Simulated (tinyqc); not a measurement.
Inside a calculation. Method: Hueckel theory of the pi electrons with the omega technique, for the molecule c1cc[cH-]c1 (SMILES; centres numbered as the heavy atoms are written). Computed by tinyqc, a small Python program that keeps every step. Settings: charge = -1, omega = 1.0, damping = 0. Command: `OMP_NUM_THREADS=1 python tinyqc.py 27115 27116 out.jsonl` (the two numbers bound the seeds that draw the settings). One thread of a shared host (Intel(R) Xeon(R) Processor @ 2.60GHz), about 0.01 s of CPU time with the checks.

## The Hueckel matrix

Centres:
```
centre,"z_r, pi electrons of the neutral centre",h
1C,1,0.000000
2C,1,0.000000
3C,1,0.000000
4C,1,0.000000
5C,1,0.000000
```

Bonds:
```
i,j,k
1,2,1
2,3,1
3,4,1
4,5,1
5,1,1
```

H_rr = alpha + h_r beta, H_rs = k_rs beta for bonded centres.

Hueckel matrix in units of beta (H = alpha + beta A):
```
,1C,2C,3C,4C,5C
1C,0.000000,1.000000,0.000000,0.000000,1.000000
2C,1.000000,0.000000,1.000000,0.000000,0.000000
3C,0.000000,1.000000,0.000000,1.000000,0.000000
4C,0.000000,0.000000,1.000000,0.000000,1.000000
5C,1.000000,0.000000,0.000000,1.000000,0.000000
```

## Orbitals, round 1

pi electrons, sum of z_r less the charge = 6

Diagonalise; E = alpha + x beta with beta < 0, so the largest x are filled first; degenerate levels share their electrons. P = sum n_i c_ri c_si; each orbital has its largest coefficient positive (the first on a tie).

x values: 2.000000  0.618034  0.618034  -1.618034  -1.618034

occupations: 2.000000  2.000000  2.000000  0.000000  0.000000

coefficients:
```
,MO1,MO2,MO3,MO4,MO5
1C,0.447214,0.113412,0.622204,0.000000,0.632456
2C,0.447214,-0.556705,0.300133,-0.371748,-0.511667
3C,0.447214,-0.457475,-0.436711,0.601501,0.195440
4C,0.447214,0.273970,-0.570036,-0.601501,0.195440
5C,0.447214,0.626797,0.084410,0.371748,-0.511667
```

charge and bond-order matrix P:
```
,1C,2C,3C,4C,5C
1C,1.200000,0.647214,-0.247214,-0.247214,0.647214
2C,0.647214,1.200000,0.647214,-0.247214,-0.247214
3C,-0.247214,0.647214,1.200000,0.647214,-0.247214
4C,-0.247214,-0.247214,0.647214,1.200000,0.647214
5C,0.647214,-0.247214,-0.247214,0.647214,1.200000
```

Within a degenerate level the vectors are fixed only up to a rotation; this is one choice.

## Omega technique, round 1

h_r = h_r(0) + omega q_r, omega = 1, with q_r = z_r - P_rr.

matrix after round 1:
```
,1C,2C,3C,4C,5C
1C,-0.200000,1.000000,0.000000,0.000000,1.000000
2C,1.000000,-0.200000,1.000000,0.000000,0.000000
3C,0.000000,1.000000,-0.200000,1.000000,0.000000
4C,0.000000,0.000000,1.000000,-0.200000,1.000000
5C,1.000000,0.000000,0.000000,1.000000,-0.200000
```

## Orbitals, round 2

As before.

x values: 1.800000  0.418034  0.418034  -1.818034  -1.818034

occupations: 2.000000  2.000000  2.000000  0.000000  0.000000

coefficients:
```
,MO1,MO2,MO3,MO4,MO5
1C,0.447214,0.000000,0.632456,0.632456,0.000000
2C,0.447214,0.601501,0.195440,-0.511667,-0.371748
3C,0.447214,0.371748,-0.511667,0.195440,0.601501
4C,0.447214,-0.371748,-0.511667,0.195440,-0.601501
5C,0.447214,-0.601501,0.195440,-0.511667,0.371748
```

charge and bond-order matrix P:
```
,1C,2C,3C,4C,5C
1C,1.200000,0.647214,-0.247214,-0.247214,0.647214
2C,0.647214,1.200000,0.647214,-0.247214,-0.247214
3C,-0.247214,0.647214,1.200000,0.647214,-0.247214
4C,-0.247214,-0.247214,0.647214,1.200000,0.647214
5C,0.647214,-0.247214,-0.247214,0.647214,1.200000
```

Within a degenerate level the vectors are fixed only up to a rotation; this is one choice.

## Omega technique, round 2

As before.

matrix after round 2:
```
,1C,2C,3C,4C,5C
1C,-0.200000,1.000000,0.000000,0.000000,1.000000
2C,1.000000,-0.200000,1.000000,0.000000,0.000000
3C,0.000000,1.000000,-0.200000,1.000000,0.000000
4C,0.000000,0.000000,1.000000,-0.200000,1.000000
5C,1.000000,0.000000,0.000000,1.000000,-0.200000
```

## Convergence

Each round sets h_r = h_r(0) + omega (z_r - P_rr), keeping the share named as damping of the old diagonal; repeat until output and input diagonals agree to 1e-6.

Rounds:
```
round,sum n x,largest |h(out) - h(in)|
1,6.472136,2.00e-01
2,5.272136,8.88e-16
```

Converged in 2 rounds.

## Energy, charges, bond orders

E = sum n x; q_r = z_r - P_rr; bond order p = P_rs; free valence = sqrt(3) - sum of p over the bonds of the atom.

pi energy = 6 alpha + this times beta = 5.272136

pi charges: 1C -0.200000, 2C -0.200000, 3C -0.200000, 4C -0.200000, 5C -0.200000

Bond orders and lengths from R = 1.517 - 0.180 p (angstrom, C-C alone):
```
bond,p,R
1-2,0.647214,1.400502
2-3,0.647214,1.400502
3-4,0.647214,1.400502
4-5,0.647214,1.400502
5-1,0.647214,1.400502
```

free valence of the carbons: 1C 0.437624, 2C 0.437624, 3C 0.437624, 4C 0.437624, 5C 0.437624

gap between the highest filled and the next level = 2.236068 |beta|
